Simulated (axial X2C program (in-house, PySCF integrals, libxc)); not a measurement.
# Si₂⁺: EOM-IP-CCSD levels

Wanted for Si₂⁺: EOM-IP-CCSD levels, at the two-component level.

Program: an in-house X2C program for linear molecules on PySCF integrals. Level of theory: two-component X2C with atomic mean-field terms, Si dyall-v3z. These are calculated values, not measurements.

## (1) Set-up

task.json

```json
{"zs": [14, 14], "q": 1, "bas": ["dyall-v3z", "dyall-v3z"], "r0": 2.32, "eom": "ip", "rq": 0, "thr": -2.0, "nmax": 95, "grid": [1, 0.96, 1.045, 0.92, 1.09, 1.15]}
```

Keys: zs atomic numbers; q charge; bas basis sets; r0 starting distance in Å; eom kind of EOM run; thr threshold in hartree for freezing inner shells (an s shell follows its p shell); nmax most natural virtual spinors; grid distances as factors.

The run is started by

```bash
$ python soeom.py task.json out
```

The runs that follow: EOM-IP-CCSD at 2.262 Å.

**Question.** What will these runs give? Wanted: next root led by one particle; T1 of the reference.

As calculated:

```
                     quantity                            value
       lowest root at 2.262 Å                Ω = 1/2, 8.138 eV
next root led by one particle  Ω = 1/2, about 1470 cm⁻¹ higher
          T1 of the reference                            0.017
```

In words: Removing an electron from the reference determinant of Si₂ costs 8.14 eV and empties a spinor of 82% Si pσ, 8% Si sσ. The closed-shell reference lies 0.62 eV above the lowest determinant found, so these energies count from an excited configuration. Errors of 0.1 to 0.3 eV are usual at this size, and roots led by higher excitations are left out, so the list is incomplete, and low states of that kind can be missing. g and u states are not told apart. T1 or the largest double amplitude of the reference is raised, which lowers the reliability.
